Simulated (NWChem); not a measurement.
# Correlation energy of Al (-1)

```
Al
```
Charge -1, spin multiplicity 3.

Everything below was run with NWChem.

Basis set: def2-SVPD. Each correlation energy counts from its own Hartree-Fock reference.

The correlated methods keep 5 core orbitals frozen. No SCF solution was tested for a lower state. Open-shell Hartree-Fock references start from PBE0 orbitals. No row is a measurement; the coupled-cluster row has its own basis-set and correlation limits.

```
method           correlation energy (mHa)
---------------  ------------------------
CCSD[T] on UHF                      -57.8
CCSD on ROHF                   (withheld)
CCSD(T) on UHF                      -57.7
SCS-UMP2                       (withheld)
CCSD[T] on ROHF                     -61.5
CCSD on UHF                         -56.1
UMP2                           (withheld)
CCSDT on ROHF                  (withheld)
CCSD(T) on ROHF                     -61.5
```

**Question.** What belongs in the gaps?

**Answer.** 
- CCSD on ROHF, correlation energy (mHa): -59.7
- SCS-UMP2, correlation energy (mHa): -41.2
- UMP2, correlation energy (mHa): -39.1
- CCSDT on ROHF, correlation energy (mHa): -62.0
